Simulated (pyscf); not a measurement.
Structures and frequencies: ωB97X-D3(BJ)/def2-SVP in PySCF.

Problem. For the elementary gas-phase step HCl (SMILES Cl) + Cl–Ga (SMILES [Cl][Ga]) [singlet] + HCl (SMILES Cl) -> Cl–GaH–Cl (SMILES [Cl][GaH][Cl]) + HCl (SMILES Cl) (singlet surface; Cl–H, Cl–H broken, Cl–Ga, Ga–H, Cl–H formed), what barrier and reaction energy does HF/def2-TZVP give, measured from the separated reactants?

Solution. ΔE‡ = 36.8 kcal/mol, ΔE = -27.0 kcal/mol. CCSD(T)/def2-TZVPP + ΔMP2(QZVPP) gives 13.0 kcal/mol and -25.9 kcal/mol. Zero-point energy shifts the barrier by -0.2 kcal/mol. It is a multi-bond step, with an imaginary mode of 1216i cm⁻¹. On the reactant side the descent ends in a bound adduct, 8.3 kcal/mol under the separated species and 16.8 kcal/mol under the saddle at ωB97X-D3(BJ)/def2-TZVP. On the product side the descent ends in an adduct with a Cl–Ga contact (not fully relaxed), 8.9 kcal/mol under the separated species and 47.5 kcal/mol under the saddle at ωB97X-D3(BJ)/def2-TZVP. At ωB97X-D3(BJ) the barrier from the zero used here is 8.5 kcal/mol. This is the saddle that the search found; another between the same sides may lie lower. The CCSD(T) − MP2 part came from Ansatz, without density fitting, on the same reference. The frozen core leaves the outer d or s,p core shells of the metals and heavy elements correlated in the MP2 and CC values, and def2-TZVPP describes them poorly, which can shift differences by a few kcal/mol. Elements up to Kr have no core potential and no relativistic terms here.
